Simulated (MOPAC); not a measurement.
MOPAC input (PM7):

```
PM7 PRECISE GNORM=0.05 LET XYZ UHF MS=0.5 GEO-OK AUX(PRECISION=9) THREADS=1
CH3O

C     0.68557570 1    0.01996936 1   -0.04302839 1
O    -0.67114813 1   -0.11794294 1    0.00291587 1
H    -1.09096757 1    0.74480543 1   -0.08162056 1
H     1.12524882 1    0.98016746 1    0.19378078 1
H     1.22144963 1   -0.90124554 1    0.12268310 1
```

### Question
What heat of formation does the run end on?

### Answer
-21.31 kcal/mol.
